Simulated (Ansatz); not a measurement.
**doublet F2(+): levels of theory in one basis**

```yaml
atoms:
  - { symbol: F, position_ang: [0.0000, 0.0000, 0.0000] }
  - { symbol: F, position_ang: [0.0000, 0.0000, 1.7800] }
```

Basis set: def2-SVP (spherical functions). Correlated methods keep 2 orbitals frozen. Correlation on ROHF uses semicanonical orbitals with singles. Charge 1, multiplicity 2.

Computed with Ansatz (development build ahead of 0.2.0); each method stands on the lowest determinant of its kind that the runs found.

| method | E − E(ROHF) (eV) | <S²> of the determinant |
| --- | --- | --- |
| ROHF | 0.00 | 0.75 |
| UHF | -2.40 | 1.76 |
| ROHF-MP2 | -8.68 | – |
| UHF-MP2 | -9.41 | 1.76 |

(1) Is a single determinant a sound starting point here?

Results:

(1) It is doubtful. Unrestricted orbitals lower Hartree–Fock by 2.40 eV and <S²> is 1.76 where a pure state has 0.75, a sign of strong static correlation.

Caution: the charge can sit on one fragment and break the point group. Caution for ROHF, ROHF-MP2: an unrestricted determinant lies well below. Caution for UHF, UHF-MP2: the unrestricted determinant is a mixture of spin states. Caution for ROHF-MP2, UHF-MP2: bonds are stretched, where a single reference can fail; forces differ strongly between restricted and unrestricted references. Caution for ROHF-MP2: other determinants can give a lower correlated total.
